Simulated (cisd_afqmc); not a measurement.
Input (AFQMC/CISD/cc-pVDZ; cisd_afqmc is a phaseless AFQMC code with CISD trial states that reads the integrals written by Ansatz):

Ansatz 0.2 input:
```python
import cisd_afqmc

open("ham.yaml", "w").write("""\
crystal:
  periodic: [false, false, false]
  atoms:
    - {symbol: F, position_ang: [-1.07548335, -0.31432039, -0.00990984]}
    - {symbol: C, position_ang: [-0.01550143, 0.40315107, 0.03875512]}
    - {symbol: F, position_ang: [1.09632475, -0.22770926, -0.04219575]}
    - {symbol: H, position_ang: [-0.03196128, 1.15138784, 0.93877589]}
    - {symbol: H, position_ang: [-0.06260276, 1.30797255, -0.70235629]}
basis:
  gaussian:
    orbitals: cc-pVDZ
total_charge: 1
magnetization: {spin_polarized: true, initial_magnetization: 1}
correlation: {method: ccsd, electrons: outside_noble_gas, hamiltonian_folder: ham}
""")
rep = cisd_afqmc.ansatz("ham.yaml")
e_ccsd = rep["correlation"]["coupled_cluster"]["energy"]["hartree"]
out = cisd_afqmc.run("ham", e_ccsd, trial="CISD", walkers=200, populations=8, threads=8, dt=0.005, steps=40, early=24, settle=10, least=32,
    cut=5e-5, rank_cut=2e-4, target=0.0004, seconds=1500, seed=1, memory=17280, gpu=False)
```

Output:

```
orbitals 49, occupied [10, 9], factors 280 of 471, rank of the doubles 346 of 750
E(HF) = -237.457156
E(CCSD) on the cut factors = -237.980903, shift to the whole factors -0.000007
Energy of the trial state on the determinant = -237.980886
  tau behind 7.2 of longer steps, mean of the populations' last blocks
   2.0  -237.99643
   4.0  -237.99710
   6.0  -237.99584
   8.0  -237.99572
  10.0  -237.99425
  12.0  -237.99335
  14.0  -237.99390
blocks 550 (0 outliers left out), error by blocks joined: 1: 0.00024, 2: 0.00028, 4: 0.00033, 8: 0.00037, 16: 0.00039
E(AFQMC/CISD) = -237.99495 +/- 0.00039
```

The two halves of the walk average -237.99595 and -237.99396 Eh, farther apart than the printed bar allows, so the bar may be too narrow.
